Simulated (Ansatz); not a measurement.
We consider bcc Nb, described by r²SCAN (plane waves, PAW; Ansatz, a quantum-chemistry and plane-wave program).

Settings: plane-wave cutoff 600 eV, 20×20×20 k mesh, Fermi–Dirac smearing 0.1 eV, finite displacements, no spin polarisation, scalar-relativistic PAW data made under PBE.

The cell has the measured lattice parameters. Conventional cell: a = 3.3005 Å, b = 3.3005 Å, c = 3.3005 Å, α = 90.00°, β = 90.00°, γ = 90.00°.

```cif
data_Nb
_chemical_formula_sum 'Nb1'
_space_group_name_H-M_alt 'P 1'
_space_group_IT_number 1
_cell_length_a 2.85832
_cell_length_b 2.85832
_cell_length_c 2.85832
_cell_angle_alpha 109.471
_cell_angle_beta 109.471
_cell_angle_gamma 109.471
loop_
_space_group_symop_operation_xyz
  'x, y, z'
loop_
_atom_site_label
_atom_site_type_symbol
_atom_site_fract_x
_atom_site_fract_y
_atom_site_fract_z
_atom_site_occupancy
Nb1 Nb 0.00000 0.00000 0.00000 1
```

Harmonic phonon frequencies (cm⁻¹; i marks an imaginary mode):

| q point | frequencies |
|---|---|
| H | 219 219 219 |
| N | (withheld) |

Problem. Some entries are withheld; supply them.

Solution. 
- N, frequencies: 138 172 179

No imaginary mode appears at these points.

Note: the cell isn't this level's own, so it is under some stress, which shifts stiffness and frequencies.
